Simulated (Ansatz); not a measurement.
Two structures, one formula

Two isomers of CH₄LiSi, doublet, relaxed at PBE0-D4/def2-TZVP (vibrations not checked).

A:

```
7
angstrom
Li -1.9428 -0.3968 0.4161
C -0.2921 -0.0879 -0.8082
Si 0.4658 0.1243 0.8005
H -0.1210 -1.0040 -1.3713
H -0.4988 0.7824 -1.4291
H 0.9406 1.4922 1.1574
H 1.4483 -0.9103 1.2346
```

B:

Li1  (-1.372, -0.643, 2.574)
Si2  (-0.010, -0.608, 0.640)
C3  (1.039, 0.774, -0.149)
H4  (0.209, -1.781, -0.283)
H5  (0.709, 0.980, -1.172)
H6  (0.971, 1.703, 0.421)
H7  (2.094, 0.484, -0.198)
(Å)

Ansatz 0.2.0; basis: def2-TZVPP; cores frozen in the correlated methods; orbitals are unrestricted. The outer core shell of Li, Na, Mg and K is correlated. B3LYP uses VWN-RPA correlation.

(1) Which structure is lower at CCSD(T), and by how much? (To be estimated.)

T1 diagnostic: at most 0.016. ⟨S²⟩ of the unrestricted Hartree–Fock references: 0.77 (a pure state has 0.75).

## Answers

(1) By the calculation: B, by 9.97 kcal/mol (electronic energy, against the other). By their contacts, A is CH₄LiSi ([Li]1[CH2][SiH2]1) and B is CH₄LiSi ([Li][SiH][CH3]).

All methods give the same order:

```csv
method,E(B) − E(A) (kcal/mol)
PBE-D4,-8.39
r2SCAN-D4,-8.30
PBE0-D4,-9.77
B3LYP-D4,-8.42
wB97M-V,-8.86
HF,-13.27
MP2,-8.55
CCSD,-10.78
CCSD(T),-9.97
```

Labels in which every atom is bracketed show which atoms are joined, not bond orders.
